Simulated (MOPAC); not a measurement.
MOPAC input (PM6):

```
PM6 FORCE THERMO(298,298) PRECISE LET GEO-OK AUX(PRECISION=9) THREADS=1
C3H6

C     1.28447054 1    0.13284094 1    0.01187382 1
C    -0.00005119 1    0.48410473 1    0.00110446 1
H     1.62838312 1   -0.89031630 1    0.01265986 1
H     2.09336167 1    0.84758815 1    0.02078718 1
H    -0.30489882 1    1.53316701 1    0.00072437 1
C    -1.13227213 1   -0.48772206 1   -0.01131879 1
H    -0.79756382 1   -1.53343686 1   -0.01066034 1
H    -1.77705809 1   -0.35332999 1    0.86850028 1
H    -1.76109875 1   -0.34932033 1   -0.90196692 1
```

Which zero-point energy does it print?

45.51 kcal/mol, from the harmonic wavenumbers of PM6.
